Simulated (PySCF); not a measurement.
**Working out the ionisation energy of S**

S [Ne] 3s2 3p4 (3P) → S⁺ [Ne] 3s2 3p3 (4S). Computed with PySCF 2.14 in dyall-av2z (13s9p2d, 50 functions), with the non-relativistic Hamiltonian (point nucleus). Frozen: [Ne]; the 16 highest virtual orbitals dropped. Energies in hartree (1 hartree = 27.21139 eV):

```tsv
part	S (lower)	S⁺ (upper)
UHF	-397.498722	-397.159988
MP2 opposite-spin	-0.070472	-0.052999
MP2 same-spin	-0.023458	-0.020152
```

Q: What does Hartree-Fock give?

A: (-397.159988) − (-397.498722) = 0.338734 hartree = 9.217 eV.

Q: What do MP2 and SCS-MP2 (6/5 opposite-spin, 1/3 same-spin) give?

A: The opposite-spin parts differ by 0.475 eV and the same-spin parts by 0.090 eV. MP2: 9.217 + (0.475) + (0.090) = 9.782 eV. SCS-MP2: 9.217 + 1.2 × (0.475) + (0.090)/3 = 9.817 eV.

Measured between the centres of the two terms (NIST): 10.336 eV, so MP2 (valence) is off by -0.554 eV.

A double-zeta basis recovers only part of the correlation energy.

What remains against the reference includes basis incompleteness, the frozen core and correlation beyond second order.
